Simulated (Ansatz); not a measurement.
Worked example: correlation energy of HN–CH, quartet

Geometry: a point of a bend scan, not a stationary point.

```xyz
4

N     0.0242   -0.3494    0.6052
C     0.0552    0.3309   -0.6565
H    -0.2076    0.6403    0.7587
H    -0.7866    0.2721   -1.3464
```

Basis cc-pVDZ; Ansatz 0.2.0. Correlated methods freeze the noble-gas cores, which leaves 11 electrons in 36 orbitals. R marks a restricted (for open shells ROHF) determinant, U an unrestricted one.

Full CI isn't at hand for all of this; UCCSDT(Q) serves as the reference, and is uncertain by about the last step of the cluster series.

Runs differ by some tens of microhartree through their thresholds and, for an open shell, their frozen cores, so steps under 0.03 kcal/mol mean nothing.

```tsv
level	total energy (hartree)
UHF	-93.273473
UMP2	-93.495781
UCCSD	-93.526250
UCCSD(T)	-93.532673
UCCSDT	-93.533524
UCCSDT(Q)	-93.533973
```

Question: What is the correlation energy at UCCSDT(Q), and what share of it do UMP2 and UCCSD(T) recover?

Answer: E(corr) = -93.533973 − (-93.273473) = -0.260500 hartree = -7.089 eV. UMP2: -0.222308 / -0.260500 = 85.34 %. UCCSD(T): -0.259200 / -0.260500 = 99.50 %.

Question: By how many kcal/mol does UCCSD(T) miss UCCSDT(Q) (1 hartree = 627.509 kcal/mol), and which steps make up the rest?

Answer: -93.532673 − (-93.533973) = 0.001300 hartree = 0.82 kcal/mol. Steps: UCCSDT − UCCSD(T) = -0.53, UCCSDT(Q) − UCCSDT = -0.28 kcal/mol. Differences between like states or geometries often cancel part of this.
